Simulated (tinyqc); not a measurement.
Inside a calculation. Method: CIS on RHF in the sto-3g basis, frozen core, for H2F+, spin multiplicity 1. One step of it, computed by the program tinyqc.

Problem. CIS matrix, singlets. A(ia,jb) = (e_a - e_i) d_ij d_ab + 2 (ia|jb) - (ij|ab).

orbital energies (hartree): [-26.577250, -2.003887, -1.147436, -1.024544, -1.006591, -0.069000, 0.125421]

Two-electron integrals over orbitals (pq|rs), unique and non-zero (hartree); the lowest 1 orbital is frozen and left out:
```
(22|22) 0.856781    (32|22) 0.003165    (32|32) 0.155177    (33|22) 0.746787
(33|32) -0.004815   (33|33) 0.720130    (42|22) -0.001913   (42|32) 0.001385
(42|33) -0.005317   (42|42) 0.164111    (43|22) 0.006553    (43|32) 0.007878
(43|33) 0.006321    (43|42) -0.007406   (43|43) 0.046940    (44|22) 0.823919
(44|32) -0.008604   (44|33) 0.707287    (44|42) -0.084012   (44|43) 0.008886
(44|44) 0.898686    (52|52) 0.182630    (53|52) -0.005095   (53|53) 0.037492
(54|52) -0.030149   (54|53) 0.001689    (54|54) 0.053401    (55|22) 0.881357
(55|32) -0.006456   (55|33) 0.736761    (55|42) -0.046640   (55|43) 0.008459
(55|44) 0.840156    (55|55) 0.997514    (62|22) -0.135581   (62|32) 0.012504
(62|33) -0.082743   (62|42) -0.041559   (62|43) -0.003182   (62|44) -0.103518
(62|55) -0.143486   (62|62) 0.069483    (63|22) 0.037456    (63|32) 0.027372
(63|33) 0.030646    (63|42) -0.008416   (63|43) 0.018920    (63|44) 0.030660
(63|55) 0.039301    (63|62) -0.013637   (63|63) 0.074805    (64|22) -0.137757
(64|32) -0.008243   (64|33) -0.079388   (64|42) 0.000306    (64|43) -0.003609
(64|44) -0.144535   (64|55) -0.141015   (64|62) 0.057114    (64|63) -0.024221
(64|64) 0.070442    (65|52) -0.051420   (65|53) 0.005266    (65|54) -0.008045
(65|65) 0.024381    (66|22) 0.547620    (66|32) -0.028878   (66|33) 0.538776
(66|42) 0.063038    (66|43) -0.018460   (66|44) 0.523143    (66|55) 0.527989
(66|62) -0.042655   (66|63) -0.029205   (66|64) -0.016759   (66|66) 0.551929
(72|22) -0.033630   (72|32) -0.067129   (72|33) -0.014108   (72|42) -0.001419
(72|43) 0.019199    (72|44) -0.027998   (72|55) -0.033929   (72|62) 0.005357
(72|63) 0.022624    (72|64) 0.013072    (72|66) -0.010536   (72|72) 0.059674
(73|22) -0.212030   (73|32) 0.015453    (73|33) -0.160974   (73|42) 0.050404
(73|43) -0.001304   (73|44) -0.206574   (73|55) -0.232805   (73|62) 0.068310
(73|63) -0.010670   (73|64) 0.078163    (73|66) -0.022485   (73|72) 0.019959
(73|73) 0.161402    (74|22) -0.007619   (74|32) 0.049389    (74|33) -0.005323
(74|42) -0.007296   (74|43) -0.010244   (74|44) -0.009564   (74|55) -0.008740
(74|62) 0.009150    (74|63) 0.038427    (74|64) -0.003029   (74|66) -0.022948
(74|72) -0.009874   (74|73) 0.013971    (74|74) 0.043744    (75|52) -0.011695
(75|53) -0.025210   (75|54) 0.000508    (75|65) 0.001573    (75|75) 0.020988
(76|22) 0.001862    (76|32) 0.089372    (76|33) -0.002814   (76|42) 0.006461
(76|43) 0.043315    (76|44) -0.009536   (76|55) -0.003479   (76|62) -0.000662
(76|63) 0.082175    (76|64) -0.016150   (76|66) -0.053785   (76|72) 0.002923
(76|73) 0.024828    (76|74) 0.050538    (76|76) 0.145878    (77|22) 0.612787
(77|32) 0.035888    (77|33) 0.609499    (77|42) 0.004473    (77|43) 0.015615
(77|44) 0.589146    (77|55) 0.601167    (77|62) -0.043835   (77|63) 0.043756
(77|64) -0.038620   (77|66) 0.508211    (77|72) -0.010895   (77|73) -0.068516
(77|74) 0.018724    (77|76) 0.049223    (77|77) 0.590935
```

Give: CIS matrix A, singlet.

Solution.

CIS matrix A, singlet (hartree), order 2>6, 2>7, 3>6, 3>7, 4>6, 4>7, 5>6, 5>7:
```
[[1.5262, 0.0089, 0.0016, 0.0472, 0.0512, 0.0118, 0.0000, 0.0000],
 [0.0089, 1.6359, -0.0441, 0.0040, 0.0197, -0.0242, 0.0000, 0.0000],
 [0.0016, -0.0441, 0.6893, -0.0185, -0.0300, 0.0335, 0.0000, 0.0000],
 [0.0472, 0.0040, -0.0185, 0.9862, 0.1130, 0.0123, 0.0000, 0.0000],
 [0.0512, 0.0197, -0.0300, 0.1130, 0.5733, 0.0035, 0.0000, 0.0000],
 [0.0118, -0.0242, 0.0335, 0.0123, 0.0035, 0.6483, 0.0000, 0.0000],
 [0.0000, 0.0000, 0.0000, 0.0000, 0.0000, 0.0000, 0.4584, 0.0066],
 [0.0000, 0.0000, 0.0000, 0.0000, 0.0000, 0.0000, 0.0066, 0.5728]]
```
